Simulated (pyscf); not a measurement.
Thermochemistry of product channels of H₆O₃Si₃ (SMILES O1[SiH2]O[SiH2]O[SiH2]1) + F–C:–F (SMILES F[C]F) [singlet] on the singlet surface, in kcal/mol, from ωB97M-D3(BJ)/def2-TZVP energies (ideal gas, 1 atm, RRHO with modes under 100 cm⁻¹ raised to 100, one conformer, R ln 2 for chiral ones without a mode under 150 cm⁻¹). Single points on ωB97X-D3(BJ)/def2-SVP structures (PySCF, gas phase).

| products | ΔE | ΔH(298 K) | ΔG(900 K) | ΔG(1200 K) |
|---|---|---|---|---|
| H₅FO₃Si₃ (SMILES F[SiH]1O[SiH2]O[SiH2]O1) + :HC–F (SMILES [CH]F) [singlet] | -18.4 | -17.9 | -20.7 | -21.7 |
| CH₅FO₃Si₃ (SMILES F[C][SiH]1O[SiH2]O[SiH2]O1) [singlet] + HF (SMILES F) | +29.2 | +29.9 | +30.2 | +29.6 |

These are energies of the channels, which say nothing of barriers. cyclic CH₅FO₃Si₃ (SMILES F[C][SiH]1O[SiH2]O[SiH2]O1) [singlet] is an excited spin state, 5.8 kcal/mol over the triplet at ωB97X-D3(BJ)/def2-TZVP. 2 of the closed-shell references are unstable towards spin polarisation; treat their single-reference values with care.
